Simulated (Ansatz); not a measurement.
# Lattice constant a of some bcc solids

Method: PBE0 (Ansatz, an electronic-structure program, PAW). References are measured values corrected to a static lattice or taken at low temperature (these still hold zero-point motion).

Values in Å.

| solid | reference | PBE0 | error (%) |
|---|---|---|---|
| bcc Mo | 3.141 | 3.138 | -0.10 |
| bcc Ba | 4.995 | 5.137 | +2.84 |
| bcc Na | 4.214 | 4.226 | +0.28 |
| antiferromagnetic bcc Cr | 2.877 | 3.045 | +5.84 |
| bcc Nb | 3.294 | 3.301 | +0.21 |
| bcc Fe | 2.853 | 2.910 | +2.00 |
| bcc V | 3.021 | 2.962 | -1.95 |
| bcc Rb | 5.576 | 5.734 | +2.83 |
| bcc Li | 3.449 | 3.464 | +0.43 |
| bcc Ta | 3.299 | 3.310 | +0.33 |
| bcc Cs | 6.039 | 6.270 | +3.83 |
| bcc K | 5.212 | 5.336 | +2.38 |
| bcc W | 3.16 | 3.165 | +0.16 |

Over these 13 solids the mean error is +1.47 %, the mean absolute error 1.78 % (median 1.95 %), and the worst case antiferromagnetic bcc Cr at +5.84 %; the value is above the reference in 11 of 13 cases.

All these references are brought to a static lattice.

Spin–orbit coupling is left out, also for the solids with elements from indium on (bcc Ba, bcc Ta, bcc Cs, bcc W); its size isn't shown.

Differences are worked out from the printed values.

Caveats: the cell is over a tenth larger than the published one (another phase or state, or a fault of the published cell, is possible) (antiferromagnetic bcc Cr); the commensurate order stands in for chromium's spin-density wave, and the size of the moments varies much between levels (antiferromagnetic bcc Cr). Ansatz's density-functional and Hartree–Fock values are scalar-relativistic unless marked +SOC, with PAW data made under PBE.

Ansatz's runs of these crystals have no spin polarisation, but for antiferromagnetic bcc Cr, bcc Fe. A magnetic state wasn't tried for bcc V with meta-GGA or hybrid levels, which favour moments.

Density-functional runs with spin start from opposed moments for antiferromagnetic bcc Cr, parallel moments for bcc Fe.

Not in this set, of the bcc solids with a reference value in our tables and a result at some level: 3 for a high-temperature or high-pressure phase (bcc Ti, bcc Tl, bcc Zr). These can be a level's worst cases. Values held back for tests aren't counted. Layered and molecular crystals are counted apart. The metals Ce to Yb are counted apart.

References as tabulated in Mejia-Rodriguez and Trickey (2018), arXiv:1807.09216; Csonka et al. (2009), arXiv:0903.4037; Levämäki et al. (2014), arXiv:1402.3671.
